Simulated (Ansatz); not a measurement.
in.yaml

```yaml
crystal:
  periodic: [false, false, false]
  atoms:
    - {symbol: Al, position_ang: [-0.010457, 0.669034, -2.145262]}
    - {symbol: Ga, position_ang: [-0.011290, 0.186280, 1.075004]}
    - {symbol: P, position_ang: [0.036674, -1.036775, -0.627058]}
    - {symbol: H, position_ang: [-0.066103, 1.064775, 2.333802]}
basis:
  gaussian: {orbitals: cc-pVDZ, fitting: {mean_field: def2-universal-jkfit}}
hamiltonian: {xc: r2scan}
correlation: {active_space: {window: {electrons: 2, orbitals: 2}}}
scf: {omitted_lower_state_checks: [cluster_reference]}
```

```sh
$ ansatz run in.yaml --threads 1 --pin off --events-out ev --progress --plain --max-ram 2393MiB
```

One thing in this input was set wrong on purpose, beside settings that are merely unusual. What is the gravest fault, and what does the program do?

Active space on a functional. How the run ends: refused.
```
Error: invalid value for `correlation.active_space`: it starts from restricted Hartree–Fock orbitals; set hamiltonian.xc: hf without magnetization.spin_polarized
```
